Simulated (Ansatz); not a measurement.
# C2H4F2O2: up Jacob's ladder to CCSD(T)

Aim: compute C2H4F2O2 with functionals from several rungs and with coupled cluster. The yardstick is the atomisation energy at the CCSD(T) limit.

Computed with Ansatz 0.2.0, Gaussian basis. Level: functionals in def2-TZVPP, the program's frozen cores in correlated methods.

The runs, in order: PBE-D4, r2SCAN-D4, PBE0-D4, B3LYP-D4, ωB97X-V, ωB97M-V, B2PLYP; CCSD(T)/def2-TZVPP; MP2/def2-QZVPP; extrapolation to the limit.

## (1) The geometry

The geometry comes from an earlier relaxation with PBE0-D4 in a triple-zeta def2 set; it is a stationary point, not always the lowest conformer.

SMILES `OC(O)(F)CF`, 10 atoms, charge 0, spin multiplicity 1.

Atoms are counted from 1 here; the program's logs count them from 0.

Bond lengths: O1–C2 1.371 Å, O1–H7 0.964 Å, C2–O3 1.356 Å, C2–F4 1.388 Å, C2–C5 1.518 Å, O3–H8 0.964 Å, C5–F6 1.378 Å, C5–H9 1.091 Å, C5–H10 1.091 Å. Angles: C2–O1–H7 108.1°, O1–C2–O3 109.9°, O1–C2–F4 107.8°, O1–C2–C5 113.2°, O3–C2–F4 110.0°, O3–C2–C5 108.3°, F4–C2–C5 107.6°, C2–O3–H8 108.0°, C2–C5–F6 108.3°, C2–C5–H9 110.2°, C2–C5–H10 109.2°, F6–C5–H9 109.2°, F6–C5–H10 108.9°, H9–C5–H10 110.9°.

Geometry (Å):

```xyz
10
charge 0, multiplicity 1
O     1.0179   -0.2977   -1.0494
C    -0.0337   -0.4172   -0.1772
O     0.1909   -1.4448    0.6779
F    -1.1771   -0.6625   -0.9240
C    -0.2802    0.8383    0.6393
F    -0.3716    1.9070   -0.2259
H     0.8530    0.4652   -1.6157
H     0.5352   -2.1873    0.1677
H    -1.2134    0.7479    1.1969
H     0.5623    0.9997    1.3134
```

## (2) PBE-D4 (GGA)

in.yaml reads:

```yaml
crystal:
  periodic: [false, false, false]
  atoms:
    - {symbol: O, position_ang: [1.017872, -0.297689, -1.049437]}
    - {symbol: C, position_ang: [-0.033730, -0.417164, -0.177194]}
    - {symbol: O, position_ang: [0.190853, -1.444847, 0.677935]}
    - {symbol: F, position_ang: [-1.177147, -0.662460, -0.924010]}
    - {symbol: C, position_ang: [-0.280195, 0.838348, 0.639343]}
    - {symbol: F, position_ang: [-0.371593, 1.906993, -0.225880]}
    - {symbol: H, position_ang: [0.853018, 0.465211, -1.615686]}
    - {symbol: H, position_ang: [0.535156, -2.187282, 0.167655]}
    - {symbol: H, position_ang: [-1.213435, 0.747861, 1.196935]}
    - {symbol: H, position_ang: [0.562300, 0.999729, 1.313440]}
basis:
  gaussian: {orbitals: def2-TZVPP}
hamiltonian: {xc: pbe, dispersion: d4}
output: {forces: true, orbitals: {seedname: orbitals}}
```

Command:

```sh
$ ansatz run in.yaml --threads 4 --pin off --events-out ev --progress --plain --max-ram 10444MiB
```

The runs that follow: r2SCAN-D4 (meta-GGA); PBE0-D4 (hybrid); B3LYP-D4 (hybrid); ωB97X-V (range-separated); ωB97M-V (range-separated); B2PLYP (double hybrid); CCSD(T) in def2-TZVPP; MP2 in def2-QZVPP.

Before running them: what should the planned runs give, taken together? Wanted: atomisation energy, CCSD(T)/CBS; farthest; mean size of error, hybrid; mean size of error, range-separated; gap, smallest and largest; T1 diagnostic; triples share of the correlation energy.

**Answer**, as computed:

```
                               quantity                                 value
        atomisation energy, CCSD(T)/CBS                         3971.7 kJ/mol
 functionals within 19.9 kJ/mol (0.5 %)  r2SCAN-D4, PBE0-D4, ωB97X-V, ωB97M-V
                               farthest                PBE-D4 (+136.7 kJ/mol)
             mean size of error, hybrid                           15.7 kJ/mol
    mean size of error, range-separated                            7.4 kJ/mol
              gap, smallest and largest  7.76 eV (PBE-D4), 14.94 eV (ωB97X-V)
                          T1 diagnostic                                0.0114
triples share of the correlation energy                                 3.3 %
```

In words: PBE-D4 misses by +136.7 kJ/mol. Double hybrids carry the basis error of their MP2 part in triple zeta, and no dispersion term here, so their miss is partly the set-up's. The reference freezes the cores and leaves out relativity and excitations past (T), so misses under about 19.9 kJ/mol can't be ranked. Hartree-Fock recovers 68 % of the binding; the rest is correlation. Orbital gaps span 7.8 to 14.9 eV; exact exchange widens them.
